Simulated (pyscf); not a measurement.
•HP–GeH₃ + H atom (H•) → PH [triplet] + germane (GeH₄) (substitution at Ge; triplet surface; Ge–P broken, Ge–H formed). Optimised with ωB97X-D3(BJ)/def2-SVP in PySCF. Correlated levels are frozen-core, on RHF or UHF. ΔMP2 is the change of the MP2 total energy from the triple- to the quadruple-zeta basis. Energies in kcal/mol from the separated reactants.

| level | barrier | reaction energy |
|---|---|---|
| PBE/def2-TZVP | 1.3 | -22.1 |
| r²SCAN/def2-TZVP | 0.3 | -24.5 |
| B3LYP-D3(BJ)/def2-TZVP | 1.9 | -26.2 |
| M06-2X/def2-TZVP | ? | -24.9 |
| ωB97M-D3(BJ)/def2-TZVP | 6.2 | -26.1 |
| CCSD(T)/def2-TZVPP | 5.6 | -29.0 |
| CCSD(T)/def2-TZVPP + ΔMP2(QZVPP) | ? | ? |

Question: Some entries are withheld; supply them.

Answer: 
- M06-2X/def2-TZVP, barrier: 5.1
- CCSD(T)/def2-TZVPP + ΔMP2(QZVPP), barrier: 5.5
- CCSD(T)/def2-TZVPP + ΔMP2(QZVPP), reaction energy: -28.0

•HP–GeH₃ + H• also meet on a surface of lower spin, which isn't treated here. One saddle was located; it need not be the lowest between these sides. The angle at the attacked Ge is 70° (front-side attack). The CCSD(T) − MP2 part came from Ansatz, without density fitting, on the same reference. The frozen core leaves the outer d or s,p core shells of the metals and heavy elements correlated in the MP2 and CC values, and def2-TZVPP describes them poorly, which can shift differences by a few kcal/mol. Elements up to Kr have no core potential and no relativistic terms here.
